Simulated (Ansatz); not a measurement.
C₃H₃F (`FC1C=C1`). The species carries charge 0 and has multiplicity 1.

Z-matrix (Å, degrees):
```
C
C 1 1.459
C 1 1.459 2 52.9
F 1 1.387 2 118.4 3 105.6
H 1 1.087 2 124.9 3 -110.3
H 2 1.077 1 147.0 3 -177.4
H 3 1.077 1 147.0 2 177.4
```

Q: List the harmonic frequencies (cm⁻¹, unscaled) at PBE0-D4/def2-TZVP in Ansatz. (An estimate is asked.)

A: The calculation gave: 451, 468, 694, 898, 920, 933, 990, 1063, 1105, 1257, 1353, 1712, 3149, 3266, 3308.

Q: Is this a minimum?

A: Yes, all 15 modes are real.

Q: Give the ideal-gas thermochemistry at 298.15 K and 1 bar (rigid rotor, harmonic oscillator; point group Cs, symmetry number 1).

A: Zero-point energy 129.0 kJ/mol; H(298) − E = 141.3 kJ/mol; entropy 267.3 J/(mol·K), of which translation 159.5, rotation 97.2, vibration 10.6; G(298) − E = 61.6 kJ/mol.
